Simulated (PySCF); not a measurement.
**Nitrogen trifluoride: calculation and literature**

Mapped SMILES: `[F:1][N:2]([F:3])[F:4]`.

One conformer, averaged over atoms made equivalent by symmetry, fast rotation or ring inversion, non-relativistic Hamiltonian, isolated molecule. Shieldings: GIAO HF/pcSseg-2; coordinates at the PBE0-D3(BJ)/def2-SVP level; PySCF 2.14.

Reference values: measured (gas, 300 K; M. E. Harding, PhD thesis, Mainz 2008 (Harding, Lenhart, Auer, Gauss, JCP 2008, 128, 244111)).
```tsv
atoms	quantity	reference	computed
F1/F3/F4	σ ¹⁹F	49.9	132.6
```

Reference values: measured (solution; E. Pretsch, P. Bühlmann, M. Badertscher, Structure Determination of Organic Compounds, 4th ed., Springer 2009).
```csv
atoms,quantity,reference,computed
F1/F3/F4,δ ¹⁹F vs CFCl3,147.0,112.6
```

Reference values: CCSD(T)/13s9p4d3f + vibration and temperature (MP2) (gas, 300 K; M. E. Harding, PhD thesis, Mainz 2008 (Harding, Lenhart, Auer, Gauss, JCP 2008, 128, 244111)).
```json
{"atoms": "F1/F3/F4", "quantity": "σ ¹⁹F", "reference": "57.3", "computed": "132.6"}
```

Reference values: CCSD(T)/13s9p4d3f (gas (isolated, no vibration); M. E. Harding, PhD thesis, Mainz 2008 (Harding, Lenhart, Auer, Gauss, JCP 2008, 128, 244111)).
```csv
atoms,quantity,reference,computed
F1/F3/F4,σ ¹⁹F,76.3,132.6
```

Absolute shieldings are compared as such; zero-point and thermal motion, absent here, lowers them by some tenths of a ppm for H, a few ppm for C and up to about 10 ppm for F.

Computed shifts are σ(ref) − σ with the named reference compound (TMS for H and C) calculated as an isolated molecule at the same level.

How far are the unscaled ¹⁹F shieldings from the references?

Answers

Mean signed difference +71.43 ppm, mean absolute 71.43 ppm over 3 comparisons; the largest is +82.7 ppm at F1/F3/F4 (fluorine bonded to N).

4 of the 6 published NMR values on file for this molecule are compared. The rest: other calculations.
